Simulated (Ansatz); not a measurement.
**hcp Ho**

The numbers are results of r²SCAN-D4 (Ansatz, a quantum-chemistry and plane-wave program, plane waves, PAW), not measurements.

Run with plane-wave cutoff 500 eV, 24×24×14 k mesh (along the axes of the cell as run), Fermi–Dirac smearing 0.1 eV, spin-polarised with parallel moments, scalar-relativistic PAW data made under PBE.

Cell: relaxed at this level.

For hcp Ho, the volume per atom comes out as 32.86 Å³/atom, the lattice parameter a is 3.615 Å and the c axis length is 5.806 Å. The magnetic moment per atom (the cell's total over its atoms) is 4.52 μB.

Measured, for comparison: equilibrium volume per atom 31.14 Å³/atom (room temperature, no zero-point or thermal correction; as tabulated in Söderlind et al. (2014), doi:10.1088/0953-8984/26/41/416001); lattice constant a 3.578 Å, lattice parameter c 5.618 Å (293 K, no zero-point or thermal correction; as tabulated in Wikipedia's data pages). Computed (rounded) less measured: equilibrium volume per atom +5.5 %, lattice constant a +1.0 %, lattice parameter c +3.3 %.

Note: the 4f shell is treated without U or exact exchange, so its levels and filling can be wrong; the collinear magnetic order is the start's and need not be the measured one.

Moments are spin moments.

Spin–orbit coupling is not included.

It cost very roughly 25 core-minutes of CPU time.
